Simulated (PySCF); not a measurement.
**SO: frontier orbitals**

r²SCAN at R = 1.483 Å; S def2-TZVPPD, O def2-TZVPPD; no relativity (PySCF 2.14). State: ³Σ⁻ (triplet), unpaired electrons π ↑↑. Only the outer orbitals are listed, counted within each symmetry.

| spin | orbital | occ. | ε (eV) | on S (%) | main shells (%) |
| --- | --- | --- | --- | --- | --- |
| α | 5σ | 1 | -28.80 | 26 | 68 O s, 18 S s |
| α | 6σ | 1 | -17.77 | 75 | 71 S s, 17 O s |
| α | 7σ | 1 | -11.69 | 38 | 52 O p, 30 S p, 10 O s |
| α | 2π | 1 | -11.64 | 38 | 61 O p, 36 S p |
| α | 2π | 1 | -11.64 | 38 | 61 O p, 36 S p |
| α | 3π | 1 | -6.57 | 69 | 65 S p, 31 O p |
| α | 3π | 1 | -6.57 | 69 | 65 S p, 31 O p |
| α | 8σ | 0 | -0.87 | 101 | 69 S p, 24 S d, 9 O p |
| β | 5σ | 1 | -27.76 | 31 | 63 O s, 20 S s, 9 S p |
| β | 6σ | 1 | -16.00 | 67 | 66 S s, 21 O s, 11 O p |
| β | 7σ | 1 | -10.79 | 45 | 46 O p, 31 S p, 13 S s |
| β | 2π | 1 | -10.09 | 39 | 60 O p, 35 S p |
| β | 2π | 1 | -10.09 | 39 | 60 O p, 35 S p |
| β | 3π | 0 | -4.08 | 68 | 65 S p, 32 O p |
| β | 3π | 0 | -4.08 | 68 | 65 S p, 32 O p |

Which are the highest filled and the lowest empty level, where do they sit, and how wide is the gap?

Highest filled α 3π at -6.57 eV (in %: 65 S p, 31 O p); lowest empty β 3π at -4.08 eV (in %: 65 S p, 32 O p); the gap at r²SCAN is 2.49 eV. Both belong to one degenerate shell, split only by its one-sided filling, so this is no excitation gap.

The bond order (Mayer) is 1.86, the ⟨S²⟩ is 2.012 and the charge on S (Mulliken, basis-dependent) is 0.25. The charge on S (Löwdin, basis-dependent) is 0.69 and the dipole moment (positive dipole means S(−)O(+)) is -1.39 D.

Shares are Mulliken populations and can fall outside 0 to 100 %.

The state was picked by a PBE0 search and need not be the measured ground state.
